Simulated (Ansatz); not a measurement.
A nudged elastic band was laid between two geometries of C5H8S (14 atoms, charge 0, multiplicity 1).

Level of theory: RKS PBE-D4/STO-3G (Ansatz).

- movable images: 5
- climbing image: yes
- spring: 5.0 eV/Å²
- optimiser: quadratic models (default)
- start path: through a guess of the saddle point
- force threshold: 0.05 eV/Å
- iteration limit: 60
- end points: relaxed

Initial state:

```xyz
14
Properties=species:S:1:pos:R:3
C -1.895 -0.188 0.253
C -0.616 -0.411 -0.150
C -0.301 -0.815 -1.565
S -1.368 -0.999 -2.788
C 0.581 -0.244 0.812
C 1.398 1.048 0.503
H -2.150 0.106 1.284
H -2.723 -0.305 -0.470
H 0.793 -0.993 -1.708
H 1.250 -1.126 0.718
H 0.213 -0.208 1.857
H 2.256 1.135 1.197
H 0.762 1.946 0.618
H 1.786 1.028 -0.532
```

Final state:

```xyz
14
Properties=species:S:1:pos:R:3
C -1.867 -0.775 -0.157
C -0.691 0.252 -0.175
C -0.857 -0.765 -1.285
S -0.314 -1.415 -2.649
C 0.472 0.127 0.839
C 1.780 0.772 0.295
H -1.825 -1.593 0.584
H -2.889 -0.398 -0.339
H -0.969 1.299 -0.409
H 0.650 -0.946 1.057
H 0.182 0.616 1.794
H 2.598 0.672 1.031
H 1.627 1.847 0.088
H 2.090 0.279 -0.645
```

**Question.** Which bonds break or form, and what moves?

**Answer.** Bonds broken: C3–H9. Bonds formed: C1–C3, C2–H9.

**Question.** What energy profile does the band end with?

**Answer.** It converged. The highest image is number 3 of 0 to 6, 3.92 eV above the first end and 3.73 eV above the last; the last end lies 0.20 eV above the first. Neighbouring images differ by up to 3.6 eV, so the band resolves the path poorly. A vibrational analysis at the climbing image gives one clearly imaginary mode, 1423i cm⁻¹: a first-order saddle point. The orbitals stay closed-shell, which can raise the energy where a bond breaks towards radicals; this wasn't checked here. Limits of this set-up: minimal basis.

| image | path coordinate (Å) | energy (eV) | C3–H9 (Å) | C1–C3 (Å) | C2–H9 (Å) |
| --- | --- | --- | --- | --- | --- |
| 0 | 0.00 | 0.00 | 1.12 | 2.50 | 2.18 |
| 1 | 1.64 | 0.07 | 1.11 | 2.49 | 2.18 |
| 2 | 3.28 | 0.30 | 1.12 | 2.48 | 2.13 |
| 3 | 4.91 | 3.92 | 1.52 | 2.46 | 1.30 |
| 4 | 6.03 | 3.14 | 2.02 | 2.58 | 1.12 |
| 5 | 7.14 | 1.32 | 2.20 | 1.64 | 1.10 |
| 6 | 8.24 | 0.20 | 2.24 | 1.51 | 1.11 |

**Question.** What is the geometry of the highest image?

**Answer.** 
```xyz
14
Properties=species:S:1:pos:R:3:forces:R:3
C -1.990 -0.673 0.305 0.00 0.01 0.00
C -0.680 -0.233 -0.097 0.01 0.01 0.02
C -0.382 -0.380 -1.531 -0.01 -0.01 -0.01
S -0.645 -0.889 -3.010 0.01 0.00 0.00
C 0.528 -0.054 0.896 -0.01 0.01 0.00
C 1.747 0.680 0.279 0.00 0.00 0.00
H -2.643 0.031 0.845 0.00 -0.01 0.01
H -2.506 -1.415 -0.322 0.00 0.00 -0.01
H -0.585 0.895 -0.727 0.00 -0.01 0.00
H 0.829 -1.070 1.232 0.00 0.00 0.00
H 0.157 0.489 1.790 0.00 0.00 0.00
H 2.591 0.695 0.993 0.00 0.00 0.00
H 1.489 1.725 0.022 0.00 0.00 0.00
H 2.078 0.170 -0.646 0.00 0.00 0.00
```

The run took 6.7 min on 1 thread of Arm Neoverse V1, with other jobs on the host, peak memory 0.1 GiB.
